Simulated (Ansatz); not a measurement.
C3H2ClN (`C#CC(=N)Cl`), 7 atoms. Total charge 0; spin multiplicity 1. All runs use 2 threads of an Arm Neoverse V2 on a shared host. Correlated methods freeze the cores.

(1) Give the basis size and wall time and peak host memory of each of these runs in Ansatz. RKS PBE0-D4/def2-TZVP frequencies; RHF-MP2/def2-QZVPP energy; RKS PBE0-D4/def2-QZVPP energy; RHF-CCSD(T)/def2-TZVPP energy; direct RPA on PBE orbitals/def2-TZVPP energy; RKS PBE0-D4/def2-TZVP relaxation (8 steps); RKS BLYP-D4/def2-TZVPP energy; RKS ωB97M-V/def2-QZVPP energy; RHF-CCSD(T)/def2-SVP energy; RKS PBE0-D4/def2-TZVPP energy; RKS B2PLYP (frozen core)/def2-TZVPP energy; RKS PBE0-D4/def2-SVP energy. (Estimate.)

Answers

(1) Computed: Other jobs shared the machine, so times are rough.

```json
{"level": "RKS PBE0-D4/def2-SVP", "job": "energy", "functions": "84", "wall time": "1 s", "peak host memory (GiB)": "0.4"}
{"level": "RKS BLYP-D4/def2-TZVPP", "job": "energy", "functions": "194", "wall time": "2 s", "peak host memory (GiB)": "0.2"}
{"level": "RKS PBE0-D4/def2-TZVPP", "job": "energy", "functions": "194", "wall time": "2.7 s", "peak host memory (GiB)": "0.37"}
{"level": "RHF-CCSD(T)/def2-SVP", "job": "energy", "functions": "84", "wall time": "3.1 s", "peak host memory (GiB)": "0.4"}
{"level": "direct RPA on PBE orbitals/def2-TZVPP", "job": "energy", "functions": "194", "wall time": "5.5 s", "peak host memory (GiB)": "0.4"}
{"level": "RKS B2PLYP (frozen core)/def2-TZVPP", "job": "energy", "functions": "194", "wall time": "5.5 s", "peak host memory (GiB)": "0.4"}
{"level": "RKS PBE0-D4/def2-QZVPP", "job": "energy", "functions": "358", "wall time": "6.5 s", "peak host memory (GiB)": "0.89"}
{"level": "RKS ωB97M-V/def2-QZVPP", "job": "energy", "functions": "358", "wall time": "17 s", "peak host memory (GiB)": "1.1"}
{"level": "RHF-MP2/def2-QZVPP", "job": "energy", "functions": "358", "wall time": "17 s", "peak host memory (GiB)": "1.4"}
{"level": "RKS PBE0-D4/def2-TZVP", "job": "relaxation (8 steps)", "functions": "173", "wall time": "29 s", "peak host memory (GiB)": "0.36"}
{"level": "RHF-CCSD(T)/def2-TZVPP", "job": "energy", "functions": "194", "wall time": "69 s", "peak host memory (GiB)": "2.3"}
{"level": "RKS PBE0-D4/def2-TZVP", "job": "frequencies", "functions": "173", "wall time": "95 s", "peak host memory (GiB)": "0.4"}
```
